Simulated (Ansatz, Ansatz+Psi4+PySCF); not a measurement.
| atom | x (Å) | y (Å) | z (Å) |
| --- | --- | --- | --- |
| B | 0.9000 | 0.0000 | 0.0000 |
| B | -0.4500 | 0.7794 | 0.0000 |
| B | -0.4500 | -0.7794 | 0.0000 |

Basis set: cc-pVTZ (spherical functions). Correlated methods keep 3 orbitals frozen. Correlation on ROHF uses semicanonical orbitals with singles. Charge 0, multiplicity 2.

Computed with Ansatz (development build ahead of 0.2.0); each method stands on the lowest determinant of its kind that the runs found.

(1) Give the atomization energy at this shape (free ground-state atoms in the same class of orbitals less the molecule, no zero-point energy) of doublet B₃ by ROHF-MP2, UHF-MP2, ROHF-CCSD(T), ROHF-CCSD, ROHF.

Results:

(1)

```
      method  atomization energy
    ROHF-MP2        851.7 kJ/mol
     UHF-MP2        764.6 kJ/mol
ROHF-CCSD(T)        794.9 kJ/mol
   ROHF-CCSD        726.1 kJ/mol
        ROHF        470.3 kJ/mol
```

Caution for ROHF-MP2, ROHF-CCSD(T), ROHF-CCSD, ROHF: an unrestricted determinant lies well below; the determinant may break the point group. Caution for ROHF-MP2: another reference gives a lower total. Caution for ROHF-MP2, ROHF-CCSD(T), ROHF-CCSD: large amplitudes, a single reference is doubtful. Caution for UHF-MP2: the unrestricted determinant is spin contaminated.
